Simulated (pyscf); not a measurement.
HO–SiH₂–F + HF → HO–SiH₂–F + HF (four-centre exchange; singlet surface; F–Si, F–H broken, F–Si, F–H formed). Structures and frequencies: ωB97X-D3(BJ)/def2-SVP in PySCF. MP2 and CC: frozen core, UHF for open shells. ΔMP2 is the change of the MP2 total energy from the triple- to the quadruple-zeta basis. Energies in kcal/mol from the separated reactants.

```tsv
level	barrier	reaction energy
ωB97X-D3(BJ)/def2-TZVP	24.9	0.0
r²SCAN/def2-TZVP	21.6	0.0
PBE0-D3(BJ)/def2-TZVP	23.1	0.0
M06-2X/def2-TZVP	___	0.0
MP2/def2-QZVPP	27.0	0.0
CCSD(T)/def2-TZVPP	27.3	0.0
CCSD(T)/def2-TZVPP + ΔMP2(QZVPP)	___	0.0
```

**Question.** Complete the blanks.

**Answer.** 
- M06-2X/def2-TZVP, barrier: 25.3
- CCSD(T)/def2-TZVPP + ΔMP2(QZVPP), barrier: 27.7

Of the functionals in the table, M06-2X is closest to CCSD(T)/def2-TZVPP + ΔMP2(QZVPP) in the barrier (2.5 kcal/mol apart) and r²SCAN least close (6.1 kcal/mol); that level has limits of its own. On the reactant side the descent ends in a complex, 4.4 kcal/mol under the separated species and 29.2 kcal/mol under the saddle at ωB97X-D3(BJ)/def2-TZVP. On the product side the descent ends in a complex, 6.6 kcal/mol under the separated species and 31.5 kcal/mol under the saddle at ωB97X-D3(BJ)/def2-TZVP. The same reactants have a lower exit, to F–SiH₂–F + H₂O (barrier +11.1 kcal/mol at ωB97M-D3(BJ), against +24.2 kcal/mol here). One saddle was located; it need not be the lowest between these sides. The CCSD(T) − MP2 part came from Ansatz, without density fitting, on the same reference.
